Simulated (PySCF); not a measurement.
Species: C₃H₃ (charge +1).
Numbering: `[cH:1]1[cH:2][cH+:3]1` (hydrogens: H4 on C1; H5 on C2; H6 on C3)

The same species was optimised twice, with GFN2-xTB and with PBE0-D3(BJ)/def2-SVP (PySCF), and the same property calculations (PySCF, gas phase) were run on both structures.

```csv
coordinate,GFN2-xTB,PBE0-D3(BJ)/def2-SVP,change
C2–H5 (Å),1.073,1.094,+0.021
C1–H4 (Å),1.073,1.094,+0.021
C3–H6 (Å),1.073,1.094,+0.021
C2–C3 (Å),1.378,1.364,-0.014
C1–C3 (Å),1.378,1.364,-0.014
C1–C2 (Å),1.378,1.364,-0.014
C1–C2–H5 (°),150.0,150.0,0.0
C3–C2–H5 (°),150.0,150.0,0.0
C3–C1–H4 (°),150.0,150.0,0.0
C2–C1–H4 (°),150.0,150.0,0.0
C1–C3–H6 (°),150.0,150.0,0.0
C1–C3–C2 (°),60.0,60.0,0.0
C2–C1–C3 (°),60.0,60.0,0.0
C2–C3–H6 (°),150.0,150.0,0.0
```

Rotational constants: A = 30323, B = 30317, C = 15160 MHz (GFN2-xTB) against A = 30610, B = 30604, C = 15304 MHz (PBE0-D3(BJ)/def2-SVP). Point groups within 0.08 Å: D3h and D3h.

On the GFN2-xTB structure: isotropic polarisability (au) 23.3 [CAM-B3LYP/def2-SVPD]; HOMO (eV) -19.25 [CAM-B3LYP/def2-SVPD]; LUMO (eV) -6.71 [CAM-B3LYP/def2-SVPD]; HOMO (eV) -17.77 [PBE0/pcSseg-1]; LUMO (eV) -7.98 [PBE0/pcSseg-1]; GIAO shielding of C1/C2/C3 (mean) (ppm) -0.5 [PBE0/pcSseg-1]; C1s of C1 (eV) 300.49 [delta-SCF UKS SCAN, pcX-2 on the ionised atom, pcseg-1 elsewhere, spin-free X2C].

Question: What do these properties become on the PBE0-D3(BJ)/def2-SVP structure?

Answer: 
| property | level | on GFN2-xTB | on PBE0-D3(BJ)/def2-SVP | change |
| --- | --- | --- | --- | --- |
| isotropic polarisability (au) | CAM-B3LYP/def2-SVPD | 23.3 | 23.4 | +0.1 |
| HOMO (eV) | CAM-B3LYP/def2-SVPD | -19.25 | -19.22 | +0.03 |
| LUMO (eV) | CAM-B3LYP/def2-SVPD | -6.71 | -6.62 | +0.09 |
| energy, GFN2-xTB geometry as zero (kcal/mol) | CAM-B3LYP/def2-SVPD | 0.0 | -0.8 | -0.8 |
| HOMO (eV) | PBE0/pcSseg-1 | -17.77 | -17.74 | +0.03 |
| LUMO (eV) | PBE0/pcSseg-1 | -7.98 | -7.88 | +0.10 |
| energy, GFN2-xTB geometry as zero (kcal/mol) | PBE0/pcSseg-1 | 0.0 | -0.8 | -0.8 |
| GIAO shielding of C1/C2/C3 (mean) (ppm) | PBE0/pcSseg-1 | -0.5 | 1.9 | +2.4 |
| C1s of C1 (eV) | delta-SCF UKS SCAN, pcX-2 on the ionised atom, pcseg-1 elsewhere, spin-free X2C | 300.49 | 300.45 | -0.04 |

The heavy atoms differ by 0.008 Å rms after alignment. Among all bonds C1–H4, C2–H5 and C3–H6 change most and about equally (+0.021 Å). Changes are differences of the printed values. Neither structure is proved a minimum here. Isolated species at its PBE0-D3(BJ)/def2-SVP geometry, gas phase.
